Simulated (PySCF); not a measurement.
These are PySCF 2.14.0 with PBE-D3(BJ)/def2-TZVP // PBE0-D3(BJ)/def2-TZVP values and carry that method's errors. All species are isolated molecules in the gas phase. 

Reference species (SMILES): `[SiH4]` (neutral, multiplicity 1).

```yaml
HOMO: -8.51 eV
HOMO–LUMO gap: 8.74 eV
```

Changed species: `F[Si](F)(F)F` (0 of 4 F replaced by H; the reference has 4 of 4 F replaced by H).

Q: Predict the effect on the HOMO and HOMO–LUMO gap.

A: the HOMO decreases by 2.08 eV, to -10.59 eV; the HOMO–LUMO gap rises by 1.32 eV, to 10.06 eV.
